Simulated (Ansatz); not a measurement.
# [GeH$_{3}$···H···F], doublet along the distance Ge1-H5

Starting geometry:

```xyz
6

Ge   -0.6093    0.0000    0.0000
H    -1.1207    1.4466    0.0000
H    -1.1207   -0.7233    1.2528
H    -1.1207   -0.7233   -1.2528
H     0.9251    0.0000    0.0000
F     2.4587    0.0000    0.0000
```

From there H5 is moved from one fragment to the other while all else, the fragments' distance too, stays fixed; atoms are numbered as listed. Energies are in kJ/mol, counted from the starting geometry at the same level. Kohn–Sham curves are unrestricted where that lies lower.

Basis cc-pVDZ; Ansatz 0.2.0. Correlated methods freeze the noble-gas cores and the filled d shells of p-block atoms. Prefix R: restricted or restricted open-shell reference; prefix U: unrestricted. No spin–orbit coupling is included, and no scalar relativity.

In so small a basis the reference is far from its limit while semilocal and hybrid functionals are nearer theirs (RPA and double hybrids share much of the reference's basis error), so the functionals' errors here hold much of the reference's basis and frozen-core error, which can add to them or hide them.

Full CI isn't at hand for all of this; UCCSDT(Q) serves as the reference, and is uncertain by about the last step of the cluster series.

| distance Ge1-H5 (Å) | UCCSDT(Q) | PBE | r2SCAN | PBE0 | B3LYP | wB97M-V | B2PLYP | RPA-PBE |
| --- | --- | --- | --- | --- | --- | --- | --- | --- |
| 1.534 | 0.0 | 0.0 | 0.0 | 0.0 | 0.0 | 0.0 | 0.0 | 0.0 |
| 1.625 | -9.3 | -18.8 | -15.3 | -13.9 | -14.2 | -12.5 | -12.2 | -10.5 |
| 1.806 | -45.5 | -56.3 | -50.2 | -47.3 | -46.2 | -47.6 | -47.9 | -37.1 |
| 1.987 | -117.2 | -106.5 | -106.1 | -105.9 | -101.1 | -112.4 | -112.5 | -94.6 |
| 2.168 | -157.0 | -119.8 | -128.5 | -133.7 | -124.9 | -143.4 | -144.4 | -126.3 |
